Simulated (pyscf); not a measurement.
One four-centre exchange on the singlet surface with elements of a group swapped. ωB97M-D3(BJ)/def2-TZVP, kcal/mol, from the separated reactants. Single points on ωB97X-D3(BJ)/def2-SVP structures (PySCF, gas phase).

```tsv
step	barrier	reaction energy	imaginary mode (i cm⁻¹)
`[FH]` + `[OH][Nb]([F])([F])([F])[F]` → `[F][Nb]([F])([F])([F])[F]` + `[OH2]`	-4.7	-7.5	550
`[ClH]` + `[OH][Nb]([Cl])([Cl])([Cl])[Cl]` → `[Cl][Nb]([Cl])([Cl])([Cl])[Cl]` + `[OH2]`	___	___	742
```

Task: Fill in the missing entries.

Result: 
- `[ClH]` + `[OH][Nb]([Cl])([Cl])([Cl])[Cl]` → `[Cl][Nb]([Cl])([Cl])([Cl])[Cl]` + `[OH2]`, barrier: 5.2
- `[ClH]` + `[OH][Nb]([Cl])([Cl])([Cl])[Cl]` → `[Cl][Nb]([Cl])([Cl])([Cl])[Cl]` + `[OH2]`, reaction energy: +0.8

Row 1: On the reactant side the descent ends in an adduct with a F–Nb contact, 8.3 kcal/mol under the separated species and 2.7 kcal/mol under the saddle at ωB97X-D3(BJ)/def2-TZVP. On the product side the descent ends in an adduct with a Nb–O contact (not fully relaxed), 22.4 kcal/mol under the separated species and 24.0 kcal/mol under the saddle at ωB97X-D3(BJ)/def2-TZVP. Row 2: On the reactant side the descent ends in an adduct with a Cl–Nb contact (not fully relaxed), 6.8 kcal/mol under the separated species and 8.0 kcal/mol under the saddle at ωB97X-D3(BJ)/def2-TZVP. On the product side the descent ends in an adduct with a Nb–O contact, 19.4 kcal/mol under the separated species and 23.1 kcal/mol under the saddle at ωB97X-D3(BJ)/def2-TZVP. Each row is the saddle that its search found. Elements past Kr carry the def2 core potentials, without spin-orbit coupling.
